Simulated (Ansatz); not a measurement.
Two isomers of C2H5NO: A = `CC(=N)O`, B = `C=C(N)O`.

Program: Ansatz. Geometries: PBE0-D4/def2-TZVP. ΔE: electronic, gas phase. CCSD(T)/CBS adds triple-zeta CCSD(T) − MP2 to the extrapolated MP2 energy (def2 sets, frozen cores). DFT in def2-TZVPP. Each species was taken in one conformer, which may not be the lowest.

Task: Which isomer does CCSD(T)/CBS put lower? Give the gap. (Estimate.)

Result: Computed: A, by 54.4 kJ/mol.

Task: Give E(B) − E(A) in kJ/mol with ωB97M-V, B2PLYP, BLYP-D4, PBE0-D4, CCSD(T)/def2-TZVPP, PBE-D4, CCSD(T)/def2-SVP. (Best estimate.)

Result: The calculation gave: ωB97M-V 52.7, B2PLYP 54.6, BLYP-D4 53.3, PBE0-D4 50.2, CCSD(T)/def2-TZVPP 57.9, PBE-D4 51.8, CCSD(T)/def2-SVP 65.2. None reverses the order clearly.

Task: Does the order hold for the free energy at 298.15 K (harmonic terms from PBE0-D4)? (Best estimate.)

Result: Computed: Yes: G(B) − G(A) = +53.2 kJ/mol, for one conformer each.

Largest T1 diagnostic: 0.013.

Leaving LDA and LC-ωPBE aside and taking each functional with its dispersion term where it has one, the values, not all of them listed here, spread over 5.8 kJ/mol, from HSE06-D4 to ωB97X-V. LDA lies −9.2 kJ/mol from PBE without D4. At CCSD(T), def2-SVP lies +10.8 kJ/mol from the extrapolated value and def2-TZVPP +3.5 kJ/mol.
